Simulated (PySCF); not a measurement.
The S–O bond energy of SO₃

Method: PBE0/[S def2-TZVP, O def2-TZVP], no relativity, density fitting, PySCF.

Each entry is the lowest minimum that a search over a few typed start shapes (and spin states, where more than one is plausible) found, or that minimum re-optimised at the stated level; isomers with ligand–ligand bonds, or fragments after loss of a ligand pair, can lie lower.

Total energies (Eh), which compare only within these settings: O atom -75.01862.

| species | 2S+1 | group | E (Eh) | ZPE (kJ/mol) |
| --- | --- | --- | --- | --- |
| SO₂ | 1 | C2v | -548.41102 | 19.0 |
| SO₃ | 1 | D3h | -623.56887 | 33.4 |

**Question.** What are De and D0 for SO₃ → SO₂ + O?

**Answer.** De = [(-548.41102) + (-75.01862) − (-623.56887)] × 2625.5 = 366 kJ/mol. The zero-point energy changes by -14.4 kJ/mol, so D0 = 351 kJ/mol.

Atoms and open shells are unrestricted, without spin–orbit or basis-set superposition corrections.
